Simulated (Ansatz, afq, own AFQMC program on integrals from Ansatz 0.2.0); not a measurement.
## Where AFQMC and coupled cluster stand for SiNH$_{2}$⁺, quintet

```xyz
4

Si    0.0095   -0.1038    0.6022
N    -0.0872    0.1443   -1.1807
H     0.2656    1.1829    1.3191
H     0.6831   -0.2976   -1.6914
```

Connectivity, by distances: SiH–NH.

Basis cc-pVDZ. Noble-gas cores (and the filled d shells of Ga–Kr and In–Xe) are frozen. Ansatz 0.2.0 and our own AFQMC program on the same integrals; the CISD trial comes from CCSD amplitudes, and released means the phaseless constraint is let go. ± is one standard error of the sampling.

Determinant: ROHF, the one that the program's search chose, which needn't be the lowest solution. The geometry is a PBE0/def2-TZVP stationary point of this or a neighbouring charge and spin state.

No full CI on the walks' own integrals is used here; CCSDT(Q) serves as the reference and is uncertain by about the last step of the cluster series.

Cautions: lower spins were not checked.

- T1 diagnostic: 0.0306
- weight of the determinant in the CISD state: 0.901
- size of the correlated space: 10 electrons in 36 orbitals

Reference: CCSDT(Q), correlation energy -5.310 eV. The released energy is read at 2.40 1/Eh (meV from the phaseless value at times in 1/Eh: -3.2 ± 1.8 at 0.24, -4.1 ± 1.9 at 0.51, -7.4 ± 1.9 at 0.99, -6.7 ± 1.8 at 1.62, -8 ± 3 at 2.40).

```csv
level,E − E(reference) (kJ/mol),share of correlation (%)
HF,512.4,0.00
MP2,102.8,79.93
CCSD,13.3,97.41
CCSD(T),3.1,99.40
CCSDT,0.5,99.91
ph-AFQMC/CISD,0.6 ± 0.2,99.88
released AFQMC,-0.2 ± 0.3,100.04
```

Released energies are given only where the last usable release times agree within the noise; a slower fall can still hide under it.
